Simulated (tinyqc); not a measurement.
Worked calculation (part 2 of 2): RKS/PBE0 in the sto-3g basis, for H2O, spin multiplicity 1. Computed by tinyqc, a small Python program that keeps every step (integrals from PySCF). Command: `OMP_NUM_THREADS=1 python tinyqc.py 26500 26501 out.jsonl` (the two numbers bound the seeds that draw the settings). One thread of a shared host (Intel(R) Xeon(R) Processor @ 2.60GHz), about 0.7 s of CPU time with the checks.

Geometry (angstrom):
```
atom        x         y        z
O     0.00000   0.00000  0.00000
H     0.00000   0.84900  0.73700
H     0.00000  -0.84900  0.73700
```

## Iteration 2: diagonalisation and new density

Kohn-Sham matrix F (hartree):
```
            1O 1s     1O 2s    1O 2px    1O 2py    1O 2pz     2H 1s     3H 1s
1O 1s   -19.90076  -5.08710   0.00000   0.00000  -0.00178  -0.78845  -0.78845
1O 2s    -5.08710  -2.61033   0.00000   0.00000   0.01538  -0.71719  -0.71719
1O 2px    0.00000   0.00000  -0.73855   0.00000   0.00000   0.00000   0.00000
1O 2py    0.00000   0.00000   0.00000  -0.69087   0.00000  -0.26809   0.26809
1O 2pz   -0.00178   0.01538   0.00000   0.00000  -0.68010  -0.23000  -0.23000
2H 1s    -0.78845  -0.71719   0.00000  -0.26809  -0.23000  -0.28531  -0.22286
3H 1s    -0.78845  -0.71719   0.00000   0.26809  -0.23000  -0.22286  -0.28531
```

X:
```
               1         2         3        4         5         6        7
1O 1s   -0.35222   0.00000   0.72682  0.00000   0.61969   0.00000  0.17441
1O 2s    1.01517   0.00000  -0.30827  0.00000   0.32720   0.00000  0.43682
1O 2px   0.00000   0.00000   0.00000  1.00000   0.00000   0.00000  0.00000
1O 2py   0.00000   0.82880   0.00000  0.00000   0.00000   0.70459  0.00000
1O 2pz   0.50414   0.00000   0.66703  0.00000  -0.60580   0.00000  0.22298
2H 1s   -0.63906  -0.76609  -0.18204  0.00000  -0.14984   0.38113  0.38684
3H 1s   -0.63906   0.76609  -0.18204  0.00000  -0.14984  -0.38113  0.38684
```

Diagonalise F' = X^T F X, C = X C', fill 5 alpha and 5 beta electrons from the bottom; D = 2 C_occ C_occ^T. Each column has its largest component positive (the first on a tie).

F' = X^T F X (hartree):
```
          1         2         3         4         5         6         7
1  -0.64498   0.00000   2.11859   0.00000   1.88120   0.00000   0.33218
2   0.00000   0.13302   0.00000   0.00000   0.00000  -0.24692   0.00000
3   2.11859   0.00000  -8.45760   0.00000  -8.32061   0.00000  -3.74764
4   0.00000   0.00000   0.00000  -0.73855   0.00000   0.00000   0.00000
5   1.88120   0.00000  -8.32061   0.00000  -9.91187   0.00000  -4.34486
6   0.00000  -0.24692   0.00000   0.00000   0.00000  -0.64910   0.00000
7   0.33218   0.00000  -3.74764   0.00000  -4.34486   0.00000  -2.83851
```

orbital energies (hartree): MO1 -19.90962, MO2 -1.38779, MO3 -0.73855, MO4 -0.72053, MO5 -0.70301, MO6 0.14747, MO7 0.20445

coefficients C:
```
             MO1       MO2      MO3       MO4       MO5       MO6       MO7
1O 1s    0.99414  -0.26314  0.00000   0.00000   0.01051   0.09532   0.00000
1O 2s    0.02522   1.02041  0.00000   0.00000  -0.08154  -0.61233   0.00000
1O 2px   0.00000   0.00000  1.00000   0.00000   0.00000   0.00000   0.00000
1O 2py   0.00000   0.00000  0.00000   0.90715   0.00000   0.00000  -0.60036
1O 2pz   0.00211  -0.02501  0.00000   0.00000   0.92975  -0.50074   0.00000
2H 1s   -0.00479   0.01079  0.00000   0.15323   0.12961   0.77246   0.84183
3H 1s   -0.00479   0.01079  0.00000  -0.15323   0.12961   0.77246  -0.84183
```

D after iteration 2:
```
           1O 1s     1O 2s   1O 2px    1O 2py    1O 2pz     2H 1s     3H 1s
1O 1s    2.11534  -0.48860  0.00000   0.00000   0.03690  -0.01247  -0.01247
1O 2s   -0.48860   2.09703  0.00000   0.00000  -0.20255   0.00064   0.00064
1O 2px   0.00000   0.00000  2.00000   0.00000   0.00000   0.00000   0.00000
1O 2py   0.00000   0.00000  0.00000   1.64586   0.00000   0.27800  -0.27800
1O 2pz   0.03690  -0.20255  0.00000   0.00000   1.73013   0.24046   0.24046
2H 1s   -0.01247   0.00064  0.00000   0.27800   0.24046   0.08084  -0.01308
3H 1s   -0.01247   0.00064  0.00000  -0.27800   0.24046  -0.01308   0.08084
```

## Convergence

Stop when the energy changes by less than 1e-08 hartree and every element of the error matrix X^T (F D S - S D F) X is below 3e-05.

Course of the cycle:
```
iteration  E (hartree)     change  largest element of the error matrix
1          -73.4523804          -                             7.60e-01
2          -74.2258812  -7.74e-01                             9.23e-01
3          -74.5501788  -3.24e-01                             7.93e-01
4          -74.6378139  -8.76e-02                             7.70e-01
5          -74.7468302  -1.09e-01                             7.02e-01
6          -74.7676519  -2.08e-02                             6.89e-01
7          -74.8268547  -5.92e-02                             6.46e-01
8          -74.8303101  -3.46e-03                             6.40e-01
9          -74.8696687  -3.94e-02                             6.11e-01
10         -74.8663725   3.30e-03                             6.09e-01
11         -74.8957316  -2.94e-02                             5.87e-01
12         -74.8892274   6.50e-03                             5.88e-01
13         -74.9128312  -2.36e-02                             5.70e-01
14         -74.9046015   8.23e-03                             5.73e-01
...                ...        ...                                  ...
55         -74.9577449  -1.14e-02                             5.21e-01
56         -74.9464432   1.13e-02                             5.28e-01
57         -74.9577867  -1.13e-02                             5.21e-01
58         -74.9464831   1.13e-02                             5.28e-01
59         -74.9578192  -1.13e-02                             5.21e-01
60         -74.9465142   1.13e-02                             5.28e-01
61         -74.9578445  -1.13e-02                             5.21e-01
62         -74.9465384   1.13e-02                             5.27e-01
63         -74.9578642  -1.13e-02                             5.21e-01
64         -74.9465572   1.13e-02                             5.27e-01
65         -74.9578795  -1.13e-02                             5.21e-01
66         -74.9465718   1.13e-02                             5.27e-01
67         -74.9578914  -1.13e-02                             5.21e-01
68         -74.9465832   1.13e-02                             5.27e-01
```

PySCF RKS in the same basis, fine grid = -75.2378931 hartree

Not converged within the cap of 68 iterations: the residual has stopped falling: the iteration swings between two states. Reruns (cap 100 unless said): DIIS 8: converged in 8; damping 0.5: converged in 29; level shift 0.5: converged in 12; atomic densities as start, DIIS 8: converged in 7; the original settings with a cap of 400: not converged.
